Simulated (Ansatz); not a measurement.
Ansatz (a program for electronic structure) input (B3LYP-D3(BJ)/def2-TZVP):

Ansatz 0.2 input:
```yaml
crystal:
  periodic: [false, false, false]
  atoms:
    - {symbol: N, position_ang: [-0.00157683, -0.00024839, 1.30348651]}
    - {symbol: C, position_ang: [0.00170413, 0.00026845, -1.40872082]}
    - {symbol: C, position_ang: [0.00242832, 1.18429545, 0.66375975]}
    - {symbol: C, position_ang: [-0.00403366, -1.18454834, 0.66330053]}
    - {symbol: C, position_ang: [-0.00242719, -1.20598434, -0.71362886]}
    - {symbol: C, position_ang: [0.00415317, 1.20625623, -0.71316122]}
    - {symbol: H, position_ang: [0.00301286, 0.00047461, -2.49058434]}
    - {symbol: H, position_ang: [0.00410240, 2.07112659, 1.28013971]}
    - {symbol: H, position_ang: [-0.00719860, -2.07161432, 1.27933659]}
    - {symbol: H, position_ang: [-0.00438966, -2.15440561, -1.23046542]}
    - {symbol: H, position_ang: [0.00736564, 2.15487440, -1.22963003]}
    - {symbol: H, position_ang: [-0.00280348, -0.00044162, 2.31750162]}
basis:
  gaussian:
    orbitals: def2-TZVP
hamiltonian:
  xc: b3lyp
  dispersion: d3bj
total_charge: 1
phonons: {temperatures: {t_min: 298.15, t_max: 298.15, t_step: 100}}
```

Output:

```
Functional definition: B3LYP
integrals: 0.14 GiB planned
1319 factors; their error is unknown
mean field: 1.40 GiB planned
mean field evaluation 1: about -6754.2845 eV, gradient 7.9e1 eV
mean field evaluation 2: about -6747.8595 eV, gradient 9.5e1 eV
mean field evaluation 4: about -6768.7472 eV, gradient 5.1e0 eV
mean field evaluation 8: about -6768.7971 eV, gradient 8.2e-2 eV
mean field evaluation 16: about -6768.7781 eV, gradient 7.7e-5 eV
mean field -6768.77805486 eV, -248.7480054735 hartree, gradient 1.4e-5 eV, S^2 0.000000; 0 other end points of the search recorded, 0 dependent functions left out
the calculation of the forces begins
reference -6768.77830964 eV, -248.7480148364 hartree; 21, 21 occupied and 201, 201 virtual orbitals, 1319 factors
these checks for a lower state are left out or cut short: stability, starts, cluster_reference, orbital_swaps, neighbouring_geometries, increment
integrals: 0.14 GiB planned
1319 factors; their error is unknown
mean field: 1.40 GiB planned
mean field -6768.77785806 eV, -248.7479982411 hartree, gradient 3.8e-6 eV, S^2 0.000000; 0 other end points of the search recorded, 0 dependent functions left out
the calculation of the forces begins
reference -6768.77811283 eV, -248.7480076040 hartree; 21, 21 occupied and 201, 201 virtual orbitals, 1319 factors
these checks for a lower state are left out or cut short: stability, starts, cluster_reference, orbital_swaps, neighbouring_geometries, increment
integrals: 0.14 GiB planned
1319 factors; their error is unknown
mean field: 1.41 GiB planned
mean field evaluation 32: about -6768.7779 eV, gradient 1.6e-6 eV
mean field -6768.77789916 eV, -248.7479997518 hartree, gradient 3.8e-6 eV, S^2 0.000000; 0 other end points of the search recorded, 0 dependent functions left out
the calculation of the forces begins
reference -6768.77815394 eV, -248.7480091149 hartree; 21, 21 occupied and 201, 201 virtual orbitals, 1319 factors
these checks for a lower state are left out or cut short: stability, starts, cluster_reference, orbital_swaps, neighbouring_geometries, increment
integrals: 0.14 GiB planned
1319 factors; their error is unknown
mean field: 1.40 GiB planned
mean field -6768.77791042 eV, -248.7480001656 hartree, gradient 3.8e-6 eV, S^2 0.000000; 0 other end points of the search recorded, 0 dependent functions left out
the calculation of the forces begins
reference -6768.77816522 eV, -248.7480095292 hartree; 21, 21 occupied and 201, 201 virtual orbitals, 1319 factors
these checks for a lower state are left out or cut short: stability, starts, cluster_reference, orbital_swaps, neighbouring_geometries, increment
integrals: 0.14 GiB planned
1319 factors; their error is unknown
mean field: 1.40 GiB planned
mean field -6768.77788067 eV, -248.7479990723 hartree, gradient 3.8e-6 eV, S^2 0.000000; 0 other end points of the search recorded, 0 dependent functions left out
the calculation of the forces begins
reference -6768.77813543 eV, -248.7480084345 hartree; 21, 21 occupied and 201, 201 virtual orbitals, 1319 factors
these checks for a lower state are left out or cut short: stability, starts, cluster_reference, orbital_swaps, neighbouring_geometries, increment
integrals: 0.14 GiB planned
1319 factors; their error is unknown
mean field: 1.40 GiB planned
mean field -6768.77785010 eV, -248.7479979489 hartree, gradient 3.8e-6 eV, S^2 0.000000; 0 other end points of the search recorded, 0 dependent functions left out
the calculation of the forces begins
reference -6768.77810486 eV, -248.7480073109 hartree; 21, 21 occupied and 201, 201 virtual orbitals, 1319 factors
these checks for a lower state are left out or cut short: stability, starts, cluster_reference, orbital_swaps, neighbouring_geometries, increment
integrals: 0.14 GiB planned
[...]
mean field evaluation 96: about -6768.7774 eV, gradient 6.4e-1 eV
mean field -6768.77794276 eV, -248.7480013540 hartree, gradient 3.8e-6 eV, S^2 0.000000; 0 other end points of the search recorded, 0 dependent functions left out
the calculation of the forces begins
reference -6768.77819754 eV, -248.7480107171 hartree; 21, 21 occupied and 201, 201 virtual orbitals, 1319 factors
these checks for a lower state are left out or cut short: stability, starts, cluster_reference, orbital_swaps, neighbouring_geometries, increment
integrals: 0.14 GiB planned
1319 factors; their error is unknown
mean field: 1.40 GiB planned
mean field -6768.77790984 eV, -248.7480001440 hartree, gradient 3.8e-6 eV, S^2 0.000000; 0 other end points of the search recorded, 0 dependent functions left out
the calculation of the forces begins
reference -6768.77816461 eV, -248.7480095067 hartree; 21, 21 occupied and 201, 201 virtual orbitals, 1319 factors
these checks for a lower state are left out or cut short: stability, starts, cluster_reference, orbital_swaps, neighbouring_geometries, increment
integrals: 0.14 GiB planned
1319 factors; their error is unknown
mean field: 1.40 GiB planned
mean field -6768.77802937 eV, -248.7480045367 hartree, gradient 3.8e-6 eV, S^2 0.000000; 0 other end points of the search recorded, 0 dependent functions left out
the calculation of the forces begins
reference -6768.77828414 eV, -248.7480138993 hartree; 21, 21 occupied and 201, 201 virtual orbitals, 1319 factors
these checks for a lower state are left out or cut short: stability, starts, cluster_reference, orbital_swaps, neighbouring_geometries, increment
integrals: 0.14 GiB planned
1319 factors; their error is unknown
mean field: 1.40 GiB planned
mean field -6768.77798915 eV, -248.7480030586 hartree, gradient 3.8e-6 eV, S^2 0.000000; 0 other end points of the search recorded, 0 dependent functions left out
the calculation of the forces begins
reference -6768.77824393 eV, -248.7480124218 hartree; 21, 21 occupied and 201, 201 virtual orbitals, 1319 factors
these checks for a lower state are left out or cut short: stability, starts, cluster_reference, orbital_swaps, neighbouring_geometries, increment
integrals: 0.14 GiB planned
1319 factors; their error is unknown
mean field: 1.40 GiB planned
mean field evaluation 128: about -6768.7780 eV, gradient 3.8e-6 eV
mean field -6768.77800373 eV, -248.7480035947 hartree, gradient 3.8e-6 eV, S^2 0.000000; 0 other end points of the search recorded, 0 dependent functions left out
the calculation of the forces begins
reference -6768.77825855 eV, -248.7480129590 hartree; 21, 21 occupied and 201, 201 virtual orbitals, 1319 factors
these checks for a lower state are left out or cut short: stability, starts, cluster_reference, orbital_swaps, neighbouring_geometries, increment
integrals: 0.14 GiB planned
1319 factors; their error is unknown
mean field: 1.40 GiB planned
mean field -6768.77794260 eV, -248.7480013481 hartree, gradient 3.8e-6 eV, S^2 0.000000; 0 other end points of the search recorded, 0 dependent functions left out
the calculation of the forces begins
reference -6768.77819734 eV, -248.7480107096 hartree; 21, 21 occupied and 201, 201 virtual orbitals, 1319 factors
these checks for a lower state are left out or cut short: stability, starts, cluster_reference, orbital_swaps, neighbouring_geometries, increment
integrals: 0.14 GiB planned
1319 factors; their error is unknown
mean field: 1.40 GiB planned
mean field -6768.77801253 eV, -248.7480039181 hartree, gradient 3.9e-6 eV, S^2 0.000000; 0 other end points of the search recorded, 0 dependent functions left out
the calculation of the forces begins
reference -6768.77826729 eV, -248.7480132801 hartree; 21, 21 occupied and 201, 201 virtual orbitals, 1319 factors
these checks for a lower state are left out or cut short: stability, starts, cluster_reference, orbital_swaps, neighbouring_geometries, increment
integrals: 0.14 GiB planned
1319 factors; their error is unknown
mean field: 1.40 GiB planned
mean field -6768.77804002 eV, -248.7480049281 hartree, gradient 3.8e-6 eV, S^2 0.000000; 0 other end points of the search recorded, 0 dependent functions left out
the calculation of the forces begins
reference -6768.77829482 eV, -248.7480142920 hartree; 21, 21 occupied and 201, 201 virtual orbitals, 1319 factors
these checks for a lower state are left out or cut short: stability, starts, cluster_reference, orbital_swaps, neighbouring_geometries, increment
integrals: 0.14 GiB planned
1319 factors; their error is unknown
mean field: 1.40 GiB planned
mean field -6768.77793448 eV, -248.7480010496 hartree, gradient 3.8e-6 eV, S^2 0.000000; 0 other end points of the search recorded, 0 dependent functions left out
the calculation of the forces begins
reference -6768.77818923 eV, -248.7480104115 hartree; 21, 21 occupied and 201, 201 virtual orbitals, 1319 factors
these checks for a lower state are left out or cut short: stability, starts, cluster_reference, orbital_swaps, neighbouring_geometries, increment
integrals: 0.14 GiB planned
1319 factors; their error is unknown
mean field: 1.40 GiB planned
mean field evaluation 160: about -6768.7972 eV, gradient 6.3e-1 eV
mean field -6768.77799614 eV, -248.7480033157 hartree, gradient 3.8e-6 eV, S^2 0.000000; 0 other end points of the search recorded, 0 dependent functions left out
the calculation of the forces begins
reference -6768.77825095 eV, -248.7480126797 hartree; 21, 21 occupied and 201, 201 virtual orbitals, 1319 factors
these checks for a lower state are left out or cut short: stability, starts, cluster_reference, orbital_swaps, neighbouring_geometries, increment
integrals: 0.14 GiB planned
1319 factors; their error is unknown
mean field: 1.40 GiB planned
mean field -6768.77804247 eV, -248.7480050183 hartree, gradient 3.8e-6 eV, S^2 0.000000; 0 other end points of the search recorded, 0 dependent functions left out
the calculation of the forces begins
reference -6768.77829726 eV, -248.7480143815 hartree; 21, 21 occupied and 201, 201 virtual orbitals, 1319 factors
these checks for a lower state are left out or cut short: stability, starts, cluster_reference, orbital_swaps, neighbouring_geometries, increment
integrals: 0.14 GiB planned
1319 factors; their error is unknown
mean field: 1.40 GiB planned
mean field -6768.77801935 eV, -248.7480041685 hartree, gradient 3.8e-6 eV, S^2 0.000000; 0 other end points of the search recorded, 0 dependent functions left out
the calculation of the forces begins
reference -6768.77827412 eV, -248.7480135311 hartree; 21, 21 occupied and 201, 201 virtual orbitals, 1319 factors
these checks for a lower state are left out or cut short: stability, starts, cluster_reference, orbital_swaps, neighbouring_geometries, increment
integrals: 0.14 GiB planned
1319 factors; their error is unknown
mean field: 1.40 GiB planned
mean field -6768.77797797 eV, -248.7480026479 hartree, gradient 3.8e-6 eV, S^2 0.000000; 0 other end points of the search recorded, 0 dependent functions left out
the calculation of the forces begins
reference -6768.77823274 eV, -248.7480120105 hartree; 21, 21 occupied and 201, 201 virtual orbitals, 1319 factors
these checks for a lower state are left out or cut short: stability, starts, cluster_reference, orbital_swaps, neighbouring_geometries, increment
integrals: 0.14 GiB planned
1319 factors; their error is unknown
mean field: 1.40 GiB planned
mean field evaluation 192: about -6768.7780 eV, gradient 4.4e-4 eV
mean field -6768.77802132 eV, -248.7480042410 hartree, gradient 3.8e-6 eV, S^2 0.000000; 0 other end points of the search recorded, 0 dependent functions left out
the calculation of the forces begins
reference -6768.77827610 eV, -248.7480136042 hartree; 21, 21 occupied and 201, 201 virtual orbitals, 1319 factors
Total energy: -6769.27636803 eV, -248.7663181449 hartree
Atom 0 at    -0.001577    -0.000248     1.303487 Å, force    -0.000000    -0.000000     0.000084 eV/Å
Atom 1 at     0.001704     0.000268    -1.408721 Å, force    -0.000000    -0.000000     0.000178 eV/Å
Atom 2 at     0.002428     1.184295     0.663760 Å, force     0.000000     0.000045    -0.000029 eV/Å
Atom 3 at    -0.004034    -1.184548     0.663301 Å, force    -0.000000    -0.000045    -0.000029 eV/Å
Atom 4 at    -0.002427    -1.205984    -0.713629 Å, force     0.000000     0.000109    -0.000088 eV/Å
Atom 5 at     0.004153     1.206256    -0.713161 Å, force    -0.000000    -0.000109    -0.000088 eV/Å
Atom 6 at     0.003013     0.000475    -2.490584 Å, force     0.000000    -0.000000    -0.000001 eV/Å
Atom 7 at     0.004102     2.071127     1.280140 Å, force     0.000000     0.000040     0.000001 eV/Å
Atom 8 at    -0.007199    -2.071614     1.279337 Å, force    -0.000000    -0.000040     0.000001 eV/Å
Atom 9 at    -0.004390    -2.154406    -1.230465 Å, force     0.000000     0.000006    -0.000012 eV/Å
Atom 10 at     0.007366     2.154874    -1.229630 Å, force    -0.000000    -0.000006    -0.000012 eV/Å
Atom 11 at    -0.002803    -0.000442     2.317502 Å, force     0.000000     0.000000    -0.000004 eV/Å
Dipole moment:    -0.000463    -0.000073     0.383015 e Å
Vibrations: 392.31 405.11 624.57 647.74 681.15 751.66 855.53 887.01 1000.15 1016.56 1023.97 1053.37 1061.67 1082.49 1086.18 1201.37 1228.77 1293.46 1361.82 1421.31 1524.48 1580.81 1649.21 1669.27 3207.23 3224.61 3226.17 3236.54 3238.13 3545.01 cm⁻¹, zero-point energy 2.800659 eV
```

It need not be the lowest isomer of its formula.
